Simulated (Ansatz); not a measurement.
## Molecular dynamics, step by step

CH3OSi (SMILES C[Si+]=O) (charge +1), singlet, HF/cc-pVDZ (Ansatz 0.2.0). Settings (timestep in fs, temperature in K; T counts 12 degrees of freedom):

```yaml
hamiltonian: {xc: hf}
md: {n_steps: 60, timestep: 0.5, temperature: 300, ensemble: nvt_nose_hoover, seed: 759, initial_velocities: maxwell_boltzmann}
```

Start (the SMILES describes the start alone):

C1  (-0.376, 0.466, -0.282)
Si2  (0.668, -0.829, 0.502)
O3  (1.513, -1.872, 1.136)
H4  (0.146, 1.435, -0.308)
H5  (-1.318, 0.606, 0.271)
H6  (-0.633, 0.195, -1.319)
(Å)

```csv
step,time (fs),potential energy less the start (meV),kinetic energy (meV),T (K)
0,0.00,0.0,155.1,300
4,2.00,40.9,114.7,222
8,4.00,70.1,85.6,165
12,6.00,71.9,83.6,162
16,8.00,84.4,71.6,138
20,10.00,43.2,112.3,217
24,12.00,50.0,105.9,205
28,14.00,82.0,74.4,144
32,16.00,72.2,84.1,163
36,18.00,66.4,90.4,175
40,20.00,16.7,140.0,271
44,22.00,0.8,156.2,302
48,24.00,58.2,99.7,193
52,26.00,100.8,57.3,111
56,28.00,119.1,39.4,76
60,30.00,73.2,85.4,165
```

Step 28, positions (Å) and forces (eV/Å):

| atom | x | y | z | Fx | Fy | Fz |
| --- | --- | --- | --- | --- | --- | --- |
| C1 | -0.409 | 0.504 | -0.300 | 1.324 | -1.319 | 0.554 |
| Si2 | 0.670 | -0.846 | 0.500 | -0.808 | 0.599 | -0.095 |
| O3 | 1.522 | -1.864 | 1.143 | 0.312 | -0.334 | 0.135 |
| H4 | 0.235 | 1.355 | -0.184 | 0.358 | 0.776 | -0.614 |
| H5 | -1.279 | 0.652 | 0.297 | -0.985 | -0.189 | 0.426 |
| H6 | -0.571 | 0.110 | -1.296 | -0.201 | 0.467 | -0.406 |

Step 52, positions (Å) and forces (eV/Å):

```tsv
atom	x	y	z	Fx	Fy	Fz
C1	-0.357	0.485	-0.279	-0.701	0.079	-0.052
Si2	0.648	-0.844	0.495	0.990	-0.274	0.019
O3	1.532	-1.858	1.145	-0.673	0.526	-0.348
H4	0.140	1.449	-0.370	0.326	0.073	0.820
H5	-1.274	0.484	0.317	0.051	0.478	0.156
H6	-0.652	0.273	-1.292	0.007	-0.882	-0.594
```

Step 56, positions (Å) and forces (eV/Å):

```json
{"atom": "C1", "x": "-0.352", "y": "0.480", "z": "-0.275", "Fx": "-1.176", "Fy": "0.612", "Fz": "-0.168"}
{"atom": "Si2", "x": "0.645", "y": "-0.842", "z": "0.493", "Fx": "1.320", "Fy": "-0.654", "Fz": "0.248"}
{"atom": "O3", "x": "1.533", "y": "-1.858", "z": "1.146", "Fx": "-0.867", "Fy": "0.740", "Fz": "-0.486"}
{"atom": "H4", "x": "0.164", "y": "1.458", "z": "-0.371", "Fx": "-0.113", "Fy": "-0.538", "Fz": "0.884"}
{"atom": "H5", "x": "-1.289", "y": "0.468", "z": "0.339", "Fx": "0.755", "Fy": "0.568", "Fz": "-0.378"}
{"atom": "H6", "x": "-0.645", "y": "0.263", "z": "-1.302", "Fx": "0.082", "Fy": "-0.728", "Fz": "-0.101"}
```

Last step (60):

C1  (-0.351, 0.477, -0.272)
Si2  (0.644, -0.840, 0.491)
O3  (1.532, -1.856, 1.145)
H4  (0.185, 1.447, -0.340)
H5  (-1.278, 0.473, 0.349)
H6  (-0.635, 0.225, -1.316)
(Å)

The run took about 23 s on 2 CPU threads of an Arm Neoverse V1 (shared host).
